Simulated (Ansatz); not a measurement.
The input, for Ansatz 0.2.0:

```yaml
crystal:
  periodic: [false, false, false]
  atoms:
    - {symbol: Al, position_ang: [0.000000, 0.000000, 1.723793]}
    - {symbol: P, position_ang: [0.000000, 0.000000, -1.626028]}
    - {symbol: N, position_ang: [0.000000, 0.000000, -0.097765]}
basis:
  gaussian: {orbitals: STO-3G}
total_charge: 1
magnetization: {spin_polarized: true, initial_magnetization: 6}
hamiltonian: {xc: hf}
output: {forces: true, orbitals: {seedname: orbitals}}
```

```sh
$ ansatz run in.yaml --threads 1 --pin off --events-out ev --progress --plain --max-ram 2393MiB
```

**Question.** What does the program do with this input?

**Answer.** Converged. The settings were drawn as a stress test.
```
254 factors; integrals over basis functions are off by at most 2.0e-5 eV
mean field evaluation 1: about -17121.2388 eV, gradient 6.7e0 eV
mean field evaluation 2: about -17121.2946 eV, gradient 6.7e0 eV
mean field evaluation 4: about -17122.0454 eV, gradient 7.9e-1 eV
mean field evaluation 8: about -17122.0581 eV, gradient 8.5e-6 eV
mean field -17122.05813819 eV, -629.2240308306 hartree, gradient 1.0e-5 eV, S^2 12.022321; 0 other end points of the search recorded, 0 dependent functions left out
the calculation of the forces begins
reference -17122.05813819 eV, -629.2240308306 hartree; 20, 14 occupied and 3, 9 virtual orbitals, 254 factors
Total energy: -17122.05813819 eV, -629.2240308306 hartree
Atom 0 at     0.000000     0.000000     1.723793 Å, force    -0.000000    -0.000000     3.765963 eV/Å
Atom 1 at     0.000000     0.000000    -1.626028 Å, force     0.000000     0.000000   -20.671391 eV/Å
Atom 2 at     0.000000     0.000000    -0.097765 Å, force    -0.000000    -0.000000    16.905428 eV/Å
Dipole moment:     0.000000    -0.000000     0.676458 e Å
```
